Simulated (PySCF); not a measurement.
butadiene cation (C4H6), SMILES C=CC=C (connectivity only; charge and spin as stated), charge +1, multiplicity 2.

Geometry optimised at PBE-D3(BJ)/def2-SVP. The multiplicity is an assumed one; other spin states were not compared. The values are those of a single conformer.

Two levels are set side by side: PBE/def2-TZVP (PySCF) and CAM-B3LYP/def2-TZVP (PySCF). Same geometry, gas phase. Differences are taken from unrounded values.

| quantity | PBE |
|---|---|
| α-spin orbital gap (eV) | 3.65 |
| β-spin orbital gap (eV) | 2.72 |
| mean polarisability (bohr³) | 50.4 |

Task: These are the PBE values. What does CAM-B3LYP give? (An estimate is asked for; the answer gives what the named calculation found.)

Result: 
| quantity | CAM-B3LYP | PBE minus CAM-B3LYP |
|---|---|---|
| α-spin orbital gap (eV) | 8.01 | -4.37 |
| β-spin orbital gap (eV) | 7.05 | -4.33 |
| mean polarisability (bohr³) | 52.2 | -1.8 |

Rough cost on one machine, each run with all the roots and properties that it gave: CAM-B3LYP against PBE within a factor of 2.
